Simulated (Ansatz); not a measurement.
Compare A (`C=CCC1CO1`) with its isomer B (`CC1=CCCO1`).

Gas-phase electronic energies from Ansatz, PBE0-D4/def2-TZVP geometries. CCSD(T)/CBS adds triple-zeta CCSD(T) − MP2 to the extrapolated MP2 energy (def2 sets, frozen cores). DFT in def2-TZVPP. B3LYP here is the variant with VWN-RPA as its local correlation; programs differ in this. One conformer a species, not always the lowest.

(1) Which isomer does CCSD(T)/CBS put lower? Give the gap. (An estimate is asked.)

(2) Give E(B) − E(A) in kcal/mol with PBE-D4, B3LYP-D4, r2SCAN-D4, CCSD(T)/def2-TZVPP, B3LYP, CCSD/def2-TZVPP, PBE0-D4. (Best estimate.)

Largest T1 diagnostic: 0.012.

Results:

(1) The calculation gave: B, by 28.7 kcal/mol.

(2) Ansatz gave: PBE-D4 -28.8, B3LYP-D4 -29.0, r2SCAN-D4 -29.4, CCSD(T)/def2-TZVPP -28.6, B3LYP -28.5, CCSD/def2-TZVPP -28.6, PBE0-D4 -30.3. None reverses the order clearly.

From PBE to PBE0 (25 % exact exchange), in def2-TZVPP and without D4, E(B) − E(A) moves by −1.5 kcal/mol.
